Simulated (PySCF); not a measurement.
Isomers of C2H2F2, mass 64.012 u with the commonest isotopes. Method: PySCF, PBE0-D3(BJ)/def2-SVP geometry optimisation, gas phase. One conformer each, none proved a minimum here; rigid rotors.

Task: Order these by dipole moment, smallest first.
A. cis-1,2-difluoroethene (`F/C=C\F`)
B. trans-1,2-difluoroethene, `F/C=C/F`
C. `C=C(F)F`

Result: B (0.00 D), C (1.02 D), A (2.21 D).

Task: Order these by radius of gyration √(Σ m r²/M), smallest first.
A. `C=C(F)F`
B. `F/C=C/F` (trans-1,2-difluoroethene)
C. cis-1,2-difluoroethene, `F/C=C\F`

Result: A (1.211 Å), C (1.312 Å), B (1.446 Å).

Task: Order these by rotational constant A, smallest first.
A. `FC(F)=C`
B. trans-1,2-difluoroethene (`F/C=C/F`)
C. cis-1,2-difluoroethene, `F/C=C\F`

Result: A (11084 MHz), C (21839 MHz), B (58085 MHz).

```tsv
SMILES	point group	Ia (u·Å²)	Ib (u·Å²)	Ic (u·Å²)	κ	μa (D)	μb (D)	μc (D)
F/C=C/F	C2h	8.70	125.06	133.76	-0.99	0.00	0.00	0.00
F/C=C\F	C2v	23.14	87.11	110.25	-0.86	0.00	2.21	0.00
C=C(F)F	C2v	45.60	48.24	93.84	0.79	1.02	0.00	0.00
```
